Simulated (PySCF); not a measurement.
Molecule (SMILES): [C-]#[NH+] (C-NH).
Geometry (B3LYP-D3(BJ)/def2-TZVP, fixed):
```xyz
3

C      0.0000     0.0000    -0.7364
N      0.0000     0.0000     0.4276
H      0.0000     0.0000     1.4250
```

Basis-set convergence of the mean static polarisability at PBE with PySCF. All functions are spherical. Density fitting with generated auxiliary sets. No added dispersion term, no relativity. Reference: the value in d-aug-cc-pVTZ, 19.07 bohr³, itself unsure by roughly 0.2 % (its mean distance from aug-pcseg-3, aug-cc-pVQZ, aug-pcseg-2). Deviations are taken from unrounded values. Cost is core time over that of 6-311++G(2d,2p), rough, on shared machines of one kind; a dash marks a row that isn't timed (too short, read off another run, short of memory, by another algorithm or on other hardware).

| basis | functions | mean static polarisability (bohr³) | minus reference (%) | cost |
|---|---|---|---|---|
| 6-31G** | 33 | 12.71 | -33.4 | - |
| pcseg-1 | 33 | 13.76 | -27.9 | - |
| aug-cc-pVDZ | 55 | 18.66 | -2.2 | 0.7× |
| 6-311++G(2d,2p) | 64 | 17.55 | -8.0 | 1× |
| d-aug-cc-pVDZ | 77 | 19.08 | 0.0 | 1× |
| def2-TZVPD | 83 | 18.74 | -1.7 | 1× |
| jun-cc-pV(T+d)Z | 92 | 18.93 | -0.8 | 2× |
| aug-cc-pVTZ | 115 | 18.97 | -0.6 | 2× |
| cc-pVQZ | 140 | 17.13 | -10.2 | 3× |
| pcseg-3 | 153 | 18.30 | -4.0 | 4× |
| def2-QZVPPD | 159 | 18.98 | -0.5 | 5× |
| cc-pV5Z | 237 | 18.07 | -5.3 | 6× |
| pcseg-4 | 263 | 18.94 | -0.7 | 10× |
